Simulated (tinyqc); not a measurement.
RHF in the sto-3g basis, for HF, spin multiplicity 1, step by step. One step of it, computed by the program tinyqc.

Problem. Iteration 4: building the Fock matrix. J_ij = sum D_kl (ij|kl), K_ij = sum D_kl (ik|jl); F = H + J - 0.5 K; E = tr D H + tr D J / 2 - 0.25 tr D K + E_nn.

D after iteration 3, lower triangle:
```
            1F 1s      1F 2s    1F 2px    1F 2py    1F 2pz     2H 1s
1F 1s    2.116866
1F 2s   -0.494241   2.133412
1F 2px   0.000000   0.000000  2.000000
1F 2py   0.000000   0.000000  0.000000  2.000000
1F 2pz   0.075388  -0.431770  0.000000  0.000000  1.006847
2H 1s   -0.003504  -0.154862  0.000000  0.000000  0.760839  0.590218
```

core Hamiltonian H = T + V (hartree), lower triangle:
```
             1F 1s       1F 2s     1F 2px     1F 2py     1F 2pz      2H 1s
1F 1s   -40.594011
1F 2s    -9.525084  -11.068183
1F 2px    0.000000    0.000000  -8.727565
1F 2py    0.000000    0.000000   0.000000  -8.727565
1F 2pz   -0.014639   -0.175650   0.000000   0.000000  -8.840765
2H 1s    -1.934987   -4.001207   0.000000   0.000000  -2.602455  -5.380496
```

Two-electron integrals (ij|kl) in chemists' order, unique and non-zero (hartree):
```
(11|11) 5.403501   (21|11) 0.841920   (21|21) 0.156299   (22|11) 1.268028
(22|21) 0.292344   (22|22) 0.926167   (31|31) 0.027998   (32|31) 0.043169
(32|32) 0.204588   (33|11) 1.264502   (33|21) 0.292403   (33|22) 0.925959
(33|33) 0.997514   (41|41) 0.027998   (42|41) 0.043169   (42|42) 0.204588
(43|43) 0.053770   (44|11) 1.264502   (44|21) 0.292403   (44|22) 0.925959
(44|33) 0.889973   (44|44) 0.997514   (51|51) 0.027998   (52|51) 0.043169
(52|52) 0.204588   (53|53) 0.053770   (54|54) 0.053770   (55|11) 1.264502
(55|21) 0.292403   (55|22) 0.925959   (55|33) 0.889973   (55|44) 0.889973
(55|55) 0.997514   (61|11) 0.172548   (61|21) 0.031741   (61|22) 0.058920
(61|33) 0.058833   (61|44) 0.058833   (61|51) 0.001295   (61|52) 0.002418
(61|55) 0.059103   (61|61) 0.006512   (62|11) 0.413851   (62|21) 0.096596
(62|22) 0.338774   (62|33) 0.333983   (62|44) 0.333983   (62|51) 0.006540
(62|52) 0.049929   (62|55) 0.348033   (62|61) 0.019868   (62|62) 0.149356
(63|31) 0.010388   (63|32) 0.060504   (63|53) 0.010645   (63|63) 0.022747
(64|41) 0.010388   (64|42) 0.060504   (64|54) 0.010645   (64|64) 0.022747
(65|11) 0.271445   (65|21) 0.064204   (65|22) 0.241153   (65|33) 0.230660
(65|44) 0.230660   (65|51) 0.014213   (65|52) 0.094511   (65|55) 0.261869
(65|61) 0.013792   (65|62) 0.130286   (65|65) 0.135600   (66|11) 0.545321
(66|21) 0.129377   (66|22) 0.521393   (66|33) 0.503077   (66|44) 0.503077
(66|51) 0.011645   (66|52) 0.123074   (66|55) 0.557409   (66|61) 0.026814
(66|62) 0.286766   (66|65) 0.290543   (66|66) 0.774606
```

nuclear repulsion = 5.12106978 hartree

Give: Coulomb J; exchange K; Fock matrix F; total energy of this density.

Solution.

Coulomb J (hartree), lower triangle:
```
          1F 1s   1F 2s  1F 2px  1F 2py  1F 2pz   2H 1s
1F 1s   20.2482
1F 2s    3.8594  9.5767
1F 2px   0.0000  0.0000  9.5783
1F 2py   0.0000  0.0000  0.0000  9.5783
1F 2pz  -0.0066  0.0308  0.0000  0.0000  9.5467
2H 1s    0.7831  3.4687  0.0000  0.0000  2.4698  5.4181
```

exchange K (hartree), lower triangle:
```
          1F 1s    1F 2s  1F 2px  1F 2py  1F 2pz   2H 1s
1F 1s   11.0747
1F 2s    1.9110   3.1006
1F 2px   0.0000   0.0000  2.6206
1F 2py   0.0000   0.0000  0.0000  2.6206
1F 2pz   0.0052  -0.0946  0.0000  0.0000  2.1216
2H 1s    0.4071   1.1872  0.0000  0.0000  0.8850  1.2402
```

Fock matrix F (hartree), lower triangle:
```
           1F 1s    1F 2s   1F 2px   1F 2py   1F 2pz    2H 1s
1F 1s   -25.8832
1F 2s    -6.6212  -3.0419
1F 2px    0.0000   0.0000  -0.4596
1F 2py    0.0000   0.0000   0.0000  -0.4596
1F 2pz   -0.0238  -0.0976   0.0000   0.0000  -0.3549
2H 1s    -1.3554  -1.1262   0.0000   0.0000  -0.5751  -0.5824
```

total energy of this density = -98.571901 hartree
